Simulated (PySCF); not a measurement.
## BO₂ + Cl₂ → BCl₂ + O₂

Level: PBE0 in the def2-TZVP basis family, all electrons, no relativity, computed in PySCF with density fitting; open shells unrestricted.

```json
{"species": "BO₂", "state and structure": "doublet, D∞h, B–O 1.260 Å (×2)", "E (Eh)": "-175.17710", "ZPE (kJ/mol)": "20.3", "H(298 K) − H(0) (kJ/mol)": "10.1", "S° (J/(mol K))": "224.4"}
{"species": "Cl₂", "state and structure": "singlet, D∞h, Cl–Cl 1.982 Å", "E (Eh)": "-920.08940", "ZPE (kJ/mol)": "3.5", "H(298 K) − H(0) (kJ/mol)": "9.1", "S° (J/(mol K))": "222.5"}
{"species": "BCl₂", "state and structure": "doublet, C2v, B–Cl 1.720 Å (×2); Cl–B–Cl 125.5°", "E (Eh)": "-944.95072", "ZPE (kJ/mol)": "11.9", "H(298 K) − H(0) (kJ/mol)": "11.5", "S° (J/(mol K))": "270.1"}
{"species": "O₂", "state and structure": "triplet, D∞h, O–O 1.193 Å", "E (Eh)": "-150.23561", "ZPE (kJ/mol)": "10.3", "H(298 K) − H(0) (kJ/mol)": "8.7", "S° (J/(mol K))": "204.9"}
```

(1) What is the electronic reaction energy?

(2) Add zero-point, thermal and entropy terms for 298.15 K and 1 bar.

Answers

(1) At PBE0/def2-TZVP, ΔE = 210.5 kJ/mol from the differences of the total energies times 2625.5, uphill. Chlorination of this kind underlies dry etching.

(2) ΔZPE = -1.6 and Δ[H(298) − H(0)] = 1.0 kJ/mol give ΔH° = 209.9 kJ/mol. ΔS° = 28.1 J/(mol K), so ΔG° = 209.9 − 298.15 × (0.0281) = 202 kJ/mol.

The structures come from searches over a few start shapes, so lower isomers are not excluded.
